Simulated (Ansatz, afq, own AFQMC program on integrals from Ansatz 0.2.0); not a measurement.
**BGeH, triplet: AFQMC among the cluster methods**

```xyz
3

Ge    0.0000    0.0000    1.6897
B     0.0000    0.0000   -0.2506
H     0.0000    0.0000   -1.4391
```

Connectivity, by distances: Ge–BH.

Basis cc-pVDZ. Only valence electrons are correlated. Integrals, coupled cluster, full CI and functionals: Ansatz 0.2.0; the random walks run on the same integrals in our own AFQMC program. The CISD trial takes its coefficients from CCSD amplitudes. Released means that phaseless walkers are propagated on without the constraint, phases kept. Uncertainties: one standard error, sampling alone. No spin–orbit coupling.

Determinant: UHF, the one that the program's search chose, which needn't be the lowest solution. The geometry is a PBE0/def2-TZVP stationary point of this or a neighbouring charge and spin state.

No full CI on the walks' own integrals is used here; CCSDT(Q) serves as the reference and is uncertain by about the last step of the cluster series.

Cautions: no relativity below Rb; no spin-orbit coupling; inner d shell frozen.

- T1 diagnostic: 0.0163
- weight of the determinant in the CISD state: 0.890
- ⟨S²⟩ of the determinant: 2.016
- size of the correlated space: 8 electrons in 31 orbitals

```
  level  correlation energy (eV)
    MP2                  -3.3697
   CCSD                  -4.1768
CCSD(T)                  -4.3299
```

Task: Estimate where phaseless AFQMC with a CISD trial lies against CCSD(T) on the same integrals.

Result: 1.18 ± 0.29 mEh below CCSD(T).

Reference: CCSDT(Q), correlation energy -4.375 eV. The released energy is read at 1.50 1/Eh (meV from the phaseless value at times in 1/Eh: 5 ± 9 at 0.24, 10 ± 9 at 0.50, -3 ± 8 at 1.00, -3 ± 9 at 1.50).

```csv
level,E − E(reference) (mEh),share of correlation (%)
CCSD(T),1.67,98.96
CCSDT,0.36,99.78
ph-AFQMC/HF,5.20 ± 1.94,96.77
ph-AFQMC/CISD,0.49 ± 0.29,99.69
released AFQMC,0.39 ± 0.34,99.76
```

A walk keeps the symmetry of its determinant, which the program's search chose and which needn't be the lowest solution, so a lower state of the same spin and another symmetry isn't excluded. Released energies are given only where the last usable release times agree within the noise; a slower fall can still hide under it.
